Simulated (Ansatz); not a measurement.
Geometry optimisation, RKS PBE/def2-SVP in Ansatz.

Input:

```yaml
crystal:
  periodic: [false, false, false]
  atoms:
    - { symbol: B, position_ang: [-0.3262, 0.1309, -0.2651] }
    - { symbol: F, position_ang: [1.3435, 0.2156, -0.1156] }
    - { symbol: H, position_ang: [-0.5691, -0.5429, -1.182] }
    - { symbol: H, position_ang: [-0.7577, 1.1981, -0.0948] }
    - { symbol: H, position_ang: [0.5774, -0.3374, 0.6382] }
    - { symbol: H, position_ang: [-0.2679, -0.6642, 1.0193] }
basis:
  gaussian: { orbitals: def2-SVP }
hamiltonian:
  xc: pbe
relax:
  f_tol: 0.15
  max_steps: 25
  restrain:
    - { distance: [0, 5], at: 2.45, k: 30.0 }
    - { distance: [4, 1], at: 2.18, k: 30.0 }
    - { distance: [0, 1], at: 1.41, k: 30.0 }
    - { distance: [4, 5], at: 0.62, k: 30.0 }
```

Command:

```bash
$ ansatz run input.yaml --threads 1 --pin off --max-ram 2048MiB --backend cpu --events-out ev --progress --plain --runs-dir out
```

Task: Where does it end, and by what steps?

Result: The run converged. The restraints hold the end off the free minimum. After 7 steps the energy has fallen by 1.466 eV (the restraints' own energy left out); H5 moved furthest, 0.68 Å. Parted: B1–H5. Joined: H5–H6.

| step | energy less start (eV) | largest force component (eV/Å) | accepted |
| --- | --- | --- | --- |
| 0 | 0.0000 | 1.642 | yes |
| 1 | -0.2497 | 4.029 | yes |
| 2 | -0.8256 | 3.780 | yes |
| 3 | -1.3404 | 2.678 | yes |
| 4 | -1.4636 | 2.017 | yes |
| 5 | -1.3784 | 2.546 | no |
| 6 | -1.4686 | 2.210 | yes |
| 7 | -1.4659 | 2.291 | yes |

```xyz
6
Properties=species:S:1:pos:R:3
B -0.096 0.391 -0.644
F 1.261 0.435 -0.479
H -0.548 -0.523 -1.305
H -0.744 1.305 -0.171
H 0.375 -0.688 1.179
H -0.247 -0.920 1.421
```

Whether the end is a true minimum wasn't checked by a vibrational analysis.

The run took 7 s on 1 CPU thread of a shared host.
